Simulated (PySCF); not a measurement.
# C2H2Cl2: the cost of one run

Programs: PySCF 2.14.0. All values are calculated, for the isolated system unless a continuum is named. Atoms count from 0, parts from 1.

## (1) Starting point

6 atoms, charge 0, multiplicity 1; geometry: GFN2-xTB. Parts: 1 = atoms 0–1, `ClCl`, charge 0; 2 = atoms 2–5, `C#C`, charge 0.

## (2) Relaxing the molecule at PBE0-D3(BJ)/def2-SVPD

The job: settings as JSON, then the geometry in Å.

```
{"job": {"xc": "PBE0", "basis": "def2-SVPD", "d3": "d3bj", "grid": 2, "kind": "geom", "shake": 0.01}, "charge": 0, "multiplicity": 1, "parts": [{"atoms": "0-1", "charge": 0, "multiplicity": 1}, {"atoms": "2-5", "charge": 0, "multiplicity": 1}]}
Cl     1.302346     0.196320    -0.127654
Cl    -0.737681     0.237131     0.105206
C      4.027021    -0.397044    -0.597218
C      4.125889     0.774563    -0.336430
H      4.004879    -1.427037    -0.823104
H      4.130885     1.802555    -0.111001
```

Command:

```
OMP_NUM_THREADS=1 python cluster_run.py task.json out
```

This one command runs all jobs of the session in turn.

**Question.** How long does this first job take on 1 thread of Arm Neoverse V2, shared host, and how much memory does it need?

About 15 s, with a peak of 0.47 GiB.
